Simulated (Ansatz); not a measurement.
A made-up structure of BNH3S, doublet:

N1  (-0.895, -0.236, -0.746)
B2  (0.356, -0.382, -0.166)
S3  (0.820, 0.322, 1.430)
H4  (-1.142, 0.388, -1.504)
H5  (1.179, -1.091, -0.679)
H6  (-1.557, -0.263, 0.029)
(Å)

It is relaxed with PBE-D4/def2-SVP and then PBE0-D4/def2-TZVP (Ansatz 0.2.0). Atoms count as bonded within 1.22 times the sum of their covalent radii (H–H: 0.88 Å). The end point is not checked to be a true minimum.

Problem. Does its bonding change? (A judgement: the text doesn't fix the answer.)

Solution. The calculation gives: No: no bond forms or breaks.

Where it ends: The first stage lowers the energy by 0.82 eV in 7 steps. It ends as BNH₃S ([NH2][BH][S]):
```
6
angstrom
N -0.9108 -0.0959 -0.6167
B 0.3650 -0.3298 -0.1107
S 0.8906 -0.0850 1.5774
H -1.1355 -0.2569 -1.5823
H 1.2337 -0.7356 -0.8354
H -1.6819 0.2424 -0.0681
```

Labels in which every atom is bracketed show which atoms are joined, not bond orders.

For scale, one of the runs: PBE0-D4/def2-TZVP relaxation, 117 basis functions, launched by `ansatz run in.yaml --threads 2 --pin off --events-out ev --progress --plain --max-ram 4352MiB`. The run took about 16 s on 2 CPU threads of an Arm Neoverse V2 (shared host).
